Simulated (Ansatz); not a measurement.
A made-up structure of CH4BS, doublet:

B1  (-0.793, 0.228, -0.554)
C2  (0.097, 0.151, 0.331)
S3  (1.140, -0.975, -0.156)
H4  (-1.524, 1.023, -0.205)
H5  (-0.765, -0.505, -1.601)
H6  (0.127, 0.780, 1.290)
H7  (1.718, -0.700, 0.896)
(Å)

It is relaxed with PBE-D4/def2-SVP and then PBE0-D4/def2-TZVP (Ansatz 0.2.0). Atoms count as bonded within 1.22 times the sum of their covalent radii (H–H: 0.88 Å). The end point is not checked to be a true minimum.

(1) Does its bonding change? (A judgement: the text doesn't fix the answer.)

Answers

(1) The calculation gives: No: no bond forms or breaks.

Where it ends: The first stage lowers the energy by 3.30 eV in 8 steps. It ends as CH₄BS ([BH2][CH][SH]):
```
atom    x (Å)    y (Å)    z (Å)
  B1  -0.9865   0.3089  -0.6518
  C2   0.1373   0.1211   0.3322
  S3   1.3572  -1.0199   0.0214
  H4  -1.8412   1.1140  -0.4259
  H5  -1.0197  -0.3471  -1.6540
  H6   0.2352   0.6763   1.2590
  H7   2.1177  -0.8534   1.1192
```

Labels in which every atom is bracketed show which atoms are joined, not bond orders.

For scale, one of the runs: PBE0-D4/def2-TZVP relaxation, 123 basis functions, launched by `ansatz run in.yaml --threads 2 --pin off --events-out ev --progress --plain --max-ram 4352MiB`. The run took about 22 s on 2 CPU threads of an Arm Neoverse V1 (shared host).
